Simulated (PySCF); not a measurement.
Gas-phase reaction: 2 BF + BHF2 ⇌ BH + 2 BF2, at 1400 K and a standard pressure of 1 bar. Level: PBE0/def2-QZVP†.

Method: PySCF energies plus ideal-gas RRHO corrections (1 bar). † marks an energy on the PBE0/def2-TZVP geometry and frequencies. Open shells (unrestricted): BF2 (multiplicity 2); the rest are closed-shell singlets. The harmonic model lacks anharmonicity and excited electronic states, which grow with temperature; levels with a mode under 35 cm⁻¹ are left out.

```tsv
species	E (Ha)	H(1400 K) − E (kJ/mol)	S°(1400 K) (J/mol/K)
BF	-124.58726	54.4	251.2
BHF2	-225.13302	128.9	337.7
BH	-25.24927	57.5	219.5
BF2	-224.45793	85.2	321.7
```
E: electronic energy; H − E holds the zero-point and thermal terms. 1 Ha = 2625.5 kJ/mol.

Work out ΔH°, ΔS°, ΔG° and log10 K from these numbers.

1. ΔE = 1×(-25.24927) + 2×(-224.45793) − 2×(-124.58726) − 1×(-225.13302) = 0.14241 Ha = 373.9 kJ.
2. Δ(H − E) = 1×(57.5) + 2×(85.2) − 2×(54.4) − 1×(128.9) = -9.8 kJ, so ΔH° = 364.1 kJ.
3. ΔS° = 1×(219.5) + 2×(321.7) − 2×(251.2) − 1×(337.7) = 22.8 J/K; the number of gas molecules stays the same.
4. ΔG° = ΔH° − TΔS° = 364.1 − 1400×(22.8)/1000 = 332.2 kJ.
5. log10 K = −ΔG°/(RT ln 10) = -12.40, with RT ln 10 = 26.80 kJ/mol; at standard pressures the reactants are favoured.
6. A shift of 10 kJ in ΔE would move log10 K by 0.37 here.
For scale, ΔH°(298 K) is 363 kJ at this level, 417 kJ at ωB97M-V/def2-TZVP†, and runs from 304 to 417 kJ over the 20 levels computed; the NASA 1993 table gives 228 kJ (entries not checked at source). After a fit of one offset per element over all species, the range-separated, M06-2X, PBE0/def2-QZVP and CCSD(T)/def2-TZVPP enthalpies, where run, lie to one side of the table for BF2 (+92 kJ/mol): a fault of the table's entry, another state or a shared error of the levels is possible; this was not checked at source.
